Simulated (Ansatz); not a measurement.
Complex (SMILES): Cl (HCl) with Cl (HCl), atoms 1 to 2 the first; geometry from NCB31 set, monomers rigid:
```xyz
4

Cl     1.8608    -0.0654    -0.0001
H      1.7539     1.2110     0.0003
Cl    -1.9253     0.0056    -0.0001
H     -0.6584    -0.1937     0.0025
```

Interaction energy at HF with Ansatz (an electronic-structure program), kcal/mol, without and with the counterpoise correction (monomers among the partner's ghost functions). Cartesian d functions, on some or all atoms, in 6-31G**; all else is spherical. No added dispersion term, no relativity. Reference, counterpoise-corrected: the value in aug-cc-pV(5+d)Z, -0.21.

```json
[
 {"basis": "3-21G", "functions": "30", "uncorrected": "-1.50"},
 {"basis": "6-31G", "functions": "30", "uncorrected": "-0.48"},
 {"basis": "pcseg-1", "functions": "46", "uncorrected": "-0.26"},
 {"basis": "6-31G**", "functions": "48", "uncorrected": "-0.61"},
 {"basis": "cc-pV(D+d)Z", "functions": "56", "uncorrected": "-0.72"},
 {"basis": "jun-cc-pV(T+d)Z", "functions": "124", "uncorrected": "-0.23"},
 {"basis": "def2-QZVP", "functions": "200", "uncorrected": "-0.24"},
 {"basis": "aug-pcseg-3", "functions": "276", "uncorrected": "-0.24"}
]
```

### Question
How large is the counterpoise correction in each set?

### Answer
3-21G 1.34, 6-31G 0.38, pcseg-1 0.21, 6-31G** 0.32, cc-pV(D+d)Z 0.38, jun-cc-pV(T+d)Z 0.04, def2-QZVP 0.03, aug-pcseg-3 0.04 kcal/mol. The corrected value lies nearer the reference in 6 of 8 rows.
